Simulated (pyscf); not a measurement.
Optimised with ωB97X-D3(BJ)/def2-SVP in PySCF.

SMILES: [O]=[Ga][OH]
```xyz
4

O      1.5122    -1.7866    -0.7622
Ga     0.5759    -0.4476    -0.9124
O     -0.3845     0.9984    -1.1207
H     -1.1200     1.1032    -0.5050
```

Problem. What is the homolytic dissociation enthalpy (298 K, ωB97M-D3(BJ)/def2-TZVP) of the Ga–O bond of `[O]=[Ga][OH]`, to [O=Ga]• + OH•?

Solution. Ga–O to [O=Ga]• + OH•: 86.6 kcal/mol. The 7 functionals that were run give +82.8 (B3LYP-D3(BJ)) to +89.6 kcal/mol (PBE). The radicals are drawn with the spin at the cut bond; how far it spreads was not checked. Left out: the spin-orbit lowering of OH. The term symbol of open-shell O=Ga was not checked; spin-orbit terms are left out. Elements up to Kr have no core potential and no relativistic terms here.
